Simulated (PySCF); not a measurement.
Compound: AlH4 (charge -1).
Hydrogens: H2, H3, H4, H5 on Al1.

A GFN2-xTB structure was refined with PBE0-D3(BJ)/def2-SVP geometry optimisation, gas phase (PySCF 2.14.0). Its GFN2-xTB values:

```csv
coordinate,GFN2-xTB
Al1–H2,1.629 Å
Al1–H3,1.627 Å
H2–Al1–H3,109.5°
```

How do these coordinates change at the PBE0-D3(BJ)/def2-SVP level?

| coordinate | PBE0-D3(BJ)/def2-SVP (Å or °) | change |
| --- | --- | --- |
| Al1–H3 | 1.651 | +0.024 |
| Al1–H2 | 1.651 | +0.022 |
| H2–Al1–H3 | 109.5 | 0.0 |

The energy falls by 0.28 kcal/mol over 4 energy and gradient evaluations, the largest force component goes from 0.0039 to 1.9e-05 Eh/bohr, and the atoms move by 0.020 Å rms after alignment. Among the bonds, Al1–H3, Al1–H4 and Al1–H5 change most and about equally (+0.023 to +0.024 Å). Bonds longer at the end by more than 0.005 Å: 4 of 4; shorter: 0.

The run used 38 basis functions and 18 SCF cycles in all.

No PBE0-D3(BJ)/def2-SVP frequencies stand behind this structure, so it isn't proved a minimum.
